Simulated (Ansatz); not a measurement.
# CH6B2: short molecular-dynamics run from a Python script

How does CH6B2 move over a short run? The task is a short molecular-dynamics run, for CH6B2. SMILES: BBC.

Computed with Ansatz 0.2.0, driven from Python. Level of theory: PBE0/6-31G.

### Step 1. The structure

Bond lengths: B1–B2 1.619 Å, B2–C3 1.572 Å, B1–H4 1.142 Å, B1–H5 1.237 Å, B2–H6 1.197 Å, C3–H7 1.062 Å, C3–H8 1.147 Å, C3–H9 1.177 Å. Angles: B1–B2–C3 118.2°, B1–B2–H6 120.6°, C3–B2–H6 121.2°, B2–B1–H4 123.3°, B2–B1–H5 119.7°, H4–B1–H5 117.0°, B2–C3–H7 112.7°, B2–C3–H8 109.0°, B2–C3–H9 108.3°, H7–C3–H8 111.7°, H7–C3–H9 108.5°, H8–C3–H9 106.4°.

The script holds or builds the structure itself.

### Step 2. Script

File md_ch6b2.py:

```python
"""Molecular dynamics of one CH6B2 molecule."""

import ansatz as az
import numpy as np

BASIS = "6-31G"
XC = "PBE0"
N_STEPS = 20
TEMPERATURE_K = 200

ch6b2 = (
    az.Crystal.molecule()
    .atom("B", (-0.6199, 0.7268, -1.1955))
    .atom("B", (0.0574, 0.5593, 0.2659))
    .atom("C", (0.4245, -0.8895, 0.7544))
    .atom("H", (-0.8233, -0.1516, -1.8969))
    .atom("H", (-0.9575, 1.8493, -1.5899))
    .atom("H", (0.2859, 1.5184, 0.9442))
    .atom("H", (-0.4253, -1.5213, 0.8398))
    .atom("H", (1.2126, -1.3323, 0.0492))
    .atom("H", (0.9342, -0.8054, 1.8117))
)

calculation = ch6b2.calculation().basis(gaussian=BASIS).functional(XC)
symbols = [site.symbol for site in ch6b2.cartesian_sites]
start = np.array([site.position_ang for site in ch6b2.cartesian_sites], dtype=float)
report = calculation.relax(force_tolerance=0.02, max_steps=100).run().report
end = np.array(report["positions_ang"])
minimum = az.Crystal.molecule()
for symbol, place in zip(symbols, end):
    minimum = minimum.atom(symbol, place.tolist())

# dynamics from the relaxed geometry
calculation = (
    minimum.calculation()
    .basis(gaussian=BASIS)
    .functional(XC)
    .md("nve", timestep=1.0, steps=N_STEPS, temperature=TEMPERATURE_K, initial_velocities="maxwell_boltzmann", seed=30)
)
frames = []
result = calculation.session().plan().execute(on_event=lambda e: frames.append(e["data"]) if e["event"] == "md_step" else None)
print("t (fs)   E_pot (eV)      E_kin (eV)   T (K)   d(0-1) (A)")
for f in frames[::3]:
    xyz = np.array(f["positions_ang"])
    print(f"{f['time_fs']:6.2f} {f['lagrangian_ev']:14.5f} {f['e_kin_ev']:10.5f} {f['temperature_k']:8.1f} {np.linalg.norm(xyz[0] - xyz[1]):9.4f}")
kept = np.array([f["conserved_ev"] for f in frames])
print(f"conserved energy moves by at most {1000 * np.ptp(kept):.3f} meV")
```

### Step 3. The input behind the calls

The package turns the script's settings into the engine's input (first run):

```yaml
crystal:
  periodic: [false, false, false]
  atoms:
    - { symbol: B, position_ang: [-0.6199, 0.7268, -1.1955] }
    - { symbol: B, position_ang: [0.0574, 0.5593, 0.2659] }
    - { symbol: C, position_ang: [0.4245, -0.8895, 0.7544] }
    - { symbol: H, position_ang: [-0.8233, -0.1516, -1.8969] }
    - { symbol: H, position_ang: [-0.9575, 1.8493, -1.5899] }
    - { symbol: H, position_ang: [0.2859, 1.5184, 0.9442] }
    - { symbol: H, position_ang: [-0.4253, -1.5213, 0.8398] }
    - { symbol: H, position_ang: [1.2126, -1.3323, 0.0492] }
    - { symbol: H, position_ang: [0.9342, -0.8054, 1.8117] }
basis:
  gaussian:
    orbitals: "6-31G"
hamiltonian:
  xc: pbe0
relax:
  f_tol: 0.02
  max_steps: 100
```

### Step 4. Launch

Run with:

```sh
python md_ch6b2.py
```

Q: Predict the main results. Wanted: moves of the relaxation of run 1; energy gained in run 1; last largest force component of run 1; mean temperature, second half; farthest move; largest change of the conserved energy.

**Answer**, as computed:

```
                              quantity            value
                         runs compared                2
      moves of the relaxation of run 1               19
                energy gained in run 1         1.042 eV
 last largest force component of run 1      0.0061 eV/Å
                     length of the run  20 steps, 20 fs
         mean temperature, second half            110 K
                         farthest move           0.28 Å
largest change of the conserved energy    0.58 meV/atom
```

What this shows: Run 1: After 19 moves the largest shift is 1.095 Å, of atom 5 (H). So large a move can change the bonding: the results belong to the relaxed structure. The temperature swings between 75 and 200 K, with a mean of 110 K in the second half; from a start near a minimum about half of the kinetic energy passes into potential energy. The conserved energy stays within 0.58 meV/atom, so the time step holds. 20 fs show the first vibrations only, not equilibrium. The trajectory is only some femtoseconds long, and gives no averages; where the script doesn't relax first, it starts from a rough generated geometry. The temperature counts the internal degrees of freedom alone. With hydrogen a step over 0.5 fs is long.
